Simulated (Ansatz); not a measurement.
Relaxation of H$_{5}$Si (6 atoms, charge 0, multiplicity 2), to a largest force component of 0.03 eV/Å in at most 50 steps.

The calculation used UKS PBE0/def2-SVP (Ansatz 0.2.0).

```xyz
6
Properties=species:S:1:pos:R:3
Si 0.001 0.000 -0.296
H 0.001 0.000 2.370
H 1.420 0.000 -0.748
H -0.710 1.230 -0.748
H -0.710 -1.230 -0.748
H -0.001 0.000 3.091
```

Where does it end, and by what steps?

It converged. The force dipped under the threshold on the way, but the program's further checks kept it going. After 5 steps the energy has fallen by 0.087 eV; H6 moved furthest, 0.60 Å.

```tsv
step	energy less start (eV)	largest force component (eV/Å)	accepted
0	0.0000	1.861	yes
1	-0.0692	0.073	yes
2	-0.0820	0.140	yes
3	-0.0858	0.021	yes
4	-0.0868	0.009	yes
5	-0.0871	0.008	yes
```

```xyz
6
Properties=species:S:1:pos:R:3
Si 0.001 0.000 -0.589
H 0.000 0.000 2.930
H 1.425 0.000 -1.037
H -0.712 1.234 -1.037
H -0.712 -1.234 -1.037
H -0.001 0.000 3.692
```

Whether the end is a true minimum wasn't checked by a vibrational analysis.

Time of the run: 6.6 s on 1 thread of Arm Neoverse V1, with other jobs on the host, peak memory 0.097 GiB.
